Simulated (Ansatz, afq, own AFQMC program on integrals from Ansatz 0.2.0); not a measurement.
## GaBGeH, doublet → GaBGeH, quartet

```yaml
atoms:
  - { symbol: B, position_ang: [0.0000, 1.5272, 0.2996] }
  - { symbol: Ge, position_ang: [0.0000, -0.1624, 1.1793] }
  - { symbol: Ga, position_ang: [0.0000, -0.1058, -1.2732] }
  - { symbol: H, position_ang: [0.0000, 2.6383, -0.1305] }
```

Connectivity, by distances: BH–Ge–Ga, closed to a ring.

E(quartet, charge +0) − E(doublet, charge +0) at this geometry, on ROHF and UHF determinants.

Basis cc-pVDZ. Noble-gas cores (and the filled d shells of Ga–Kr and In–Xe) are frozen. Integrals, coupled cluster, full CI and functionals: Ansatz 0.2.0; the random walks run on the same integrals in our own AFQMC program. ph-AFQMC/CISD is guided by a CISD state made of CCSD amplitudes; releasing the constraint for a short imaginary time cuts its bias at the price of noise, slowly where states lie close. Error bars are statistical, one sigma. No spin–orbit coupling. The errors of all members are added in quadrature.

No full CI on the walks' own integrals is used here; CCSDT(Q) serves as the reference and is uncertain by about the last step of the cluster series. Each member takes its own surest rung, up to full CI.

Errors are counted within cc-pVDZ, not against nature.

Cautions: inner d shell frozen; no relativity below Rb; no spin-orbit coupling; GaBGeH (doublet): (T) is large, 6 % of the CCSD correlation, the ph-AFQMC/HF walk drifts between its halves (2.6 errors); GaBGeH (quartet): another spin lies lower, its ph-AFQMC/CISD value lies 51 ± 19 meV above CCSDT(Q).

```csv
level,vertical spin gap (kJ/mol)
MP2,123.2
HF,21.3
```

Task: From these cheaper values, estimate the vertical spin gap at the reference level in cc-pVDZ.

Result: 111.5 kJ/mol (CCSDT(Q) in cc-pVDZ).

```
         level  vertical spin gap (kJ/mol)  error against CCSDT(Q) (kJ/mol)
          CCSD                        96.6                            -14.9
       CCSD(T)                       110.8                             -0.7
         CCSDT                       109.8                             -1.7
 ph-AFQMC/CISD                 112.2 ± 2.7                        0.7 ± 2.7
released AFQMC                 113.8 ± 3.3                        2.3 ± 3.3
```

Correlation beyond CCSD(T) adds 0.7 kJ/mol. The perturbative (T) step is worth +14.2 kJ/mol.

A walk keeps the symmetry of its determinant, which the program's search chose and which needn't be the lowest solution, so a lower state of the same spin and another symmetry isn't excluded. Released energies are given only where the last usable release times agree within the noise; a slower fall can still hide under it.
